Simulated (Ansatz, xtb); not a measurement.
## Two isomers of CH5N2−

Structure a is `[NH-]CN`, a singlet and structure b is `C[N-]N`, a singlet. Both are isolated ions in the gas phase, relaxed with r2SCAN-D4/def2-SVPD; the shapes shown needn't be the lowest conformers.

a (Å):

```xyz
8

C    -0.4566   -0.2219   -1.7389
N    -1.2146   -0.2509   -2.9106
N     0.4996   -1.4065   -1.4640
H    -2.0012   -0.8967   -2.7615
H    -1.0150   -0.1546   -0.7558
H     0.2326    0.6534   -1.7500
H     0.8988   -1.5764   -2.3950
H    -0.1243   -2.2137   -1.3604
```

b (Å):

```xyz
8

C    -1.2686   -0.7937   -1.5013
N    -0.5478   -0.1319   -2.4969
N     0.8448   -0.4649   -2.2424
H    -0.9685   -0.5684   -0.4192
H    -1.1978   -1.9532   -1.5327
H    -2.3486   -0.5623   -1.5950
H     1.3660   -0.0139   -2.9977
H     0.9908   -1.4904   -2.4391
```

Quicker runs give these differences E(b) − E(a): GFN2-xTB +57.8 kJ/mol; HF/STO-3G −2.3 kJ/mol (at GFN2-xTB geometries); r2SCAN-D4/def2-SVPD//GFN2-xTB +107.8 kJ/mol.

Problem. Which of the two would you expect CCSD(T)/def2-SVPD + ΔMP2/def2-TZVPPD electronic energies to favour?

Solution. Structure a; the calculation gives E(b) − E(a) = +128.1 kJ/mol.

The same difference at several levels:

| level | geometry | E(b) − E(a) (kJ/mol) | departure from the last row (kJ/mol) | job, with rough time for the two |
| --- | --- | --- | --- | --- |
| GFN2-xTB | GFN2-xTB | +57.8 | −70.3 | optimisation, 0.068 s |
| HF/STO-3G | GFN2-xTB | −2.3 | −130.3 | single point, 0.16 s |
| r2SCAN-D4/def2-SVPD//GFN2-xTB | GFN2-xTB | +107.8 | −20.3 | single point, 2.7 s |
| r2SCAN-D4/def2-SVPD | r2SCAN-D4/def2-SVPD | +121.0 | −7.1 | optimisation, 48 s |
| HF/def2-SVPD | r2SCAN-D4/def2-SVPD | +129.1 | +1.0 | part of the CCSD(T) run |
| MP2/def2-SVPD | r2SCAN-D4/def2-SVPD | +137.9 | +9.8 | part of the CCSD(T) run |
| CCSD(T)/def2-SVPD | r2SCAN-D4/def2-SVPD | +130.5 | +2.4 | single point |
| CCSD(T)/def2-SVPD + ΔMP2/def2-TZVPPD | r2SCAN-D4/def2-SVPD | +128.1 |  | single point, 16 s |

As drawn, b has 1 N–N, 1 C–H in place of 1 C–N, 1 N–H.

HF/STO-3G puts the two in the other order. The largest departure from CCSD(T)/def2-SVPD + ΔMP2/def2-TZVPPD is that of HF/STO-3G, 130.3 kJ/mol. The last row adds to CCSD(T) the change of the MP2 difference between the two basis sets, here −2.4 kJ/mol.

With harmonic frequencies from r2SCAN-D4/def2-SVPD (ideal gas, rigid rotor, one conformer each, 298.15 K, 1 atm): on the last row, ΔE + ΔZPE = +120.2, ΔH = +120.5, ΔG = +120.0 kJ/mol.

The correlated steps freeze 3 core orbitals. Programs: Ansatz 0.2.0, xtb 6.7.1; the last row on 2 threads of Arm Neoverse V1 on a shared host.
